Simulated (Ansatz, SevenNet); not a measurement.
For hcp Tc, the machine-learned potential SevenNet-l3i5 (trained on PBE and PBE+U data) gives:

| Item | Result |
|---|---|
| lattice constant a | 2.761 Å |
| c axis length | 4.424 Å |
| elastic constant C11 | 359 GPa |
| elastic constant C44 | 52.5 GPa |
| polycrystal shear modulus | 53.7 GPa |

Q: What does r²SCAN (PAW; Ansatz, an electronic-structure program) give for the same quantities?

A: 
- lattice constant a: 2.736 Å (decreases by 0.9 %)
- lattice parameter c: 4.382 Å (drops by 0.9 %)
- elastic constant C11: 514 GPa (rises by 43 %)
- elastic constant C44: 140 GPa (increases by 170 %)
- Voigt–Reuss–Hill shear modulus: 146 GPa (goes up by 170 %)

For comparison: lattice constant a 2.741 Å (measured, 293 K, not corrected to a static lattice; as tabulated in Wikipedia's data pages); lattice parameter c 4.399 Å (measured, 293 K, no zero-point or thermal correction; as tabulated in Wikipedia's data pages).

Changes are worked out from the printed values.

Unless a cell is named, each level is at its own relaxed cell (SevenNet-l3i5 14.60, r²SCAN 14.20 Å³/atom).

Ansatz's density-functional and Hartree–Fock values are scalar-relativistic unless marked +SOC, with PAW data made under PBE.
